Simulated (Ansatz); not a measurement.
Reaction (SMILES): C[S] (CH3-S) → [S-]C (an electron is taken up)
B3LYP-D3(BJ)/def2-TZVP geometries, fixed; electronic energies without zero-point terms; positive where energy is released.
Largest species:
```xyz
5

C     -0.0139     1.1056     0.0124
S      0.0013    -0.6916    -0.0079
H      1.0336     1.4242     0.0401
H     -0.5062     1.4939     0.9033
H     -0.4650     1.5146    -0.8909
```
Charge 0, spin multiplicity 2.

Effect of a fitting basis named in the input at PBE0/cc-pV(T+d)Z with Ansatz (a first-principles code), against the last row, where the adiabatic electron affinity is 1.48 eV. Open shells are unrestricted. The default fits or decomposes integrals by the program's own choice; accuracy: high also tightens integrals, grids and stops.

```csv
setting,largest shift of a total energy (mEh),shift of the adiabatic electron affinity (eV)
fitting: def2-SV(P)-JKFIT,-0.041,0.000
fitting: def2-universal-JKFIT,-0.041,0.000
fitting: cc-pVTZ-JKFIT,-0.030,0.000
fitting: cc-pVQZ-JKFIT,-0.022,0.000
fitting: cc-pV5Z-JKFIT,-0.019,0.000
accuracy: high,-0.012,0.000
accuracy: medium (default),0.000,0.000
```

Within 0.002 eV in the adiabatic electron affinity: fitting: def2-SV(P)-JKFIT; fitting: def2-universal-JKFIT; fitting: cc-pVTZ-JKFIT; fitting: cc-pVQZ-JKFIT; fitting: cc-pV5Z-JKFIT; accuracy: high. The largest shift is 0.041 mEh in a total energy and 0.000 eV in the difference.
